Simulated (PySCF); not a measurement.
## Reading a saddle point

A first-order saddle point of CH₅Al, singlet, PBE0-D4/def2-TZVP, with one imaginary mode of 1307i cm⁻¹:

```json
{"atom": "Al1", "x (Å)": "-0.0140", "y (Å)": "1.0849", "z (Å)": "1.1449"}
{"atom": "C2", "x (Å)": "0.1272", "y (Å)": "-0.4166", "z (Å)": "-0.5225"}
{"atom": "H3", "x (Å)": "1.1366", "y (Å)": "0.8293", "z (Å)": "0.0969"}
{"atom": "H4", "x (Å)": "-1.4447", "y (Å)": "0.5495", "z (Å)": "1.5519"}
{"atom": "H5", "x (Å)": "0.9806", "y (Å)": "-0.5312", "z (Å)": "-1.1905"}
{"atom": "H6", "x (Å)": "-0.0253", "y (Å)": "-1.3482", "z (Å)": "0.0303"}
{"atom": "H7", "x (Å)": "-0.7605", "y (Å)": "-0.1678", "z (Å)": "-1.1111"}
```

Computed with PySCF 2.14 with density fitting (its default auxiliary sets; JK sets also for MP2 and CCSD(T)) (basis: def2-TZVPP and def2-QZVPP); correlated methods freeze the cores. Extrapolation: Hartree–Fock as exp(−7.88 √X), correlation as X^−2.97.

(1) Which contacts change along the imaginary mode, and what lies on either side? (A judgement: the text doesn't fix the answer.)

(2) Which side is lower, and how far does the saddle lie above each? (An estimate is asked for; the value comes from the calculation.)

The T1 diagnostic stays at or below 0.017. The restricted Hartree–Fock reference is unstable towards an unrestricted one at one or more of these structures. A large double-excitation amplitude points to some diradical character; no triplet was computed. The end structure is not quite a true minimum (one mode of 27i cm⁻¹).

Answers

(1) By the calculation: The step is CH₅Al ([CH3][AlH2]) → AlH + CH₄, with the molecules in contact on both sides. Shortening one way: C2–H3; lengthening the same way: Al1–C2, Al1–H3.
| pair | one side (Å) | saddle (Å) | other side (Å) |
| --- | --- | --- | --- |
| C2–H3 | 3.09 | 1.72 | 1.09 |
| Al1–C2 | 1.95 | 2.25 | 3.41 |
| Al1–H3 | 1.59 | 1.58 | 2.88 |

(2) Computed: The side with Al1–C2, Al1–H3 short is lower by 99.7 kJ/mol; the saddle lies 309.4 kJ/mol above it and 209.7 kJ/mol above the other (CCSD(T) at an estimated basis limit (MP2 extrapolated from triple and quadruple zeta, plus CCSD(T) − MP2 in triple zeta); electronic energies).

Labels in which every atom is bracketed show which atoms are joined, not bond orders.

For scale, one of the runs: CCSD(T)/def2-TZVPP, 143 basis functions, launched by `OMP_NUM_THREADS=4 python run.py`. Time: 26 s of wall clock on 4 CPU threads of an INTEL XEON PLATINUM 8581C; the host was shared. Peak host memory: 0.61 GiB.
